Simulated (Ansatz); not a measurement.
Low-lying states of C₃H₃N

Calculated in Ansatz's Gaussian-basis code. State-averaged CASSCF with equal weights; occupations are averaged over the states; levels count from the state that is lowest in CASSCF. CASSCF levels without dynamic correlation can be off by over 1 eV. Solutions may break the symmetry of the shape. The lowest solution met needn't be the lowest there is, nor hold the orbitals that a chemist would pick.

Geometry:

```xyz
7

C     0.0000    0.0020    0.3016
C     0.0000    0.6425   -0.9940
C     0.0000   -0.6962   -0.9471
N     0.0000   -0.0674    1.5736
H     0.0000    1.5190   -1.6288
H     0.0000   -1.6148   -1.5185
H     0.0000    0.8776    1.9696
```

Basis cc-pVTZ, nonrelativistic, 4 orbitals frozen in the corrections; active space CAS(4,4). Averaged: 1 singlet, 1 triplet.

Give the levels in order, with their spins.



```csv
state,CASSCF (eV)
singlet,0.000
triplet,3.968
```

Occupations: 1.93, 1.45, 0.54, 0.08.
